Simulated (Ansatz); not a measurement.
# AlH2Si: the cost of one run

The runs use Ansatz 0.2.0, Gaussian basis; def2-QZVPP, core rule «outside noble gas», up to 10 orbitals frozen.

Plan: UHF; ROHF; CCSD(T) on UHF.

2 further runs of the same task are left out: 2 set aside as unsound or not needed.

### Step 1. What is computed

The geometry is a PBE0/def2-TZVP stationary point (not a proven minimum).

4 atoms, charge 0, spin multiplicity 2.

Atoms are counted from 1 here; the program's logs count them from 0.

Bond lengths: Si1–Al2 2.509 Å, Si1–H3 1.501 Å, Si1–H4 1.501 Å. Angles: Al2–Si1–H3 121.8°, Al2–Si1–H4 121.8°, H3–Si1–H4 104.9°.

### Step 2. UHF

Contents of in.yaml:

```yaml
crystal:
  periodic: [false, false, false]
  atoms:
    - {symbol: Si, position_ang: [-0.056321, 0.000000, 1.156776]}
    - {symbol: Al, position_ang: [0.030473, 0.000000, -1.350744]}
    - {symbol: H, position_ang: [0.376805, -1.189387, 1.962674]}
    - {symbol: H, position_ang: [0.376805, 1.189387, 1.962674]}
basis:
  gaussian: {orbitals: "def2-QZVPP.json"}
magnetization: {spin_polarized: true, initial_magnetization: 1}
hamiltonian: {xc: hf}
output: {orbitals: {seedname: orbitals}}
```

Run with:

```sh
$ ansatz run in.yaml --threads 1 --pin off --events-out ev --progress --plain --max-ram 2393MiB
```

What time and memory should one allow on 1 thread of Arm Neoverse V1, shared host?

About 23 s, with a peak of 0.49 GiB.
